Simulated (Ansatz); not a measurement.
`COCC(=N)O`, charge 0, multiplicity 1.

Task: Give a relaxed structure at PBE0-D4/def2-TZVP (the Gaussian-basis code of Ansatz). (Best estimate.)

Result: The calculation gave: 
Z-matrix (Å, degrees):
```
C
O 1 1.409
H 1 1.097 2 110.9
H 1 1.097 2 111.9 3 -121.7
H 1 1.090 2 107.2 3 118.9
C 2 1.394 1 113.0 3 62.2
C 6 1.509 2 112.7 1 82.6
H 6 1.098 2 112.0 1 -40.5
H 6 1.094 2 107.8 1 -158.2
N 7 1.259 6 127.6 2 11.8
O 7 1.343 6 111.0 2 -169.3
H 10 1.017 7 109.8 6 0.3
H 11 0.967 7 106.4 6 -177.1
```
This is one stationary point; other conformers may exist.
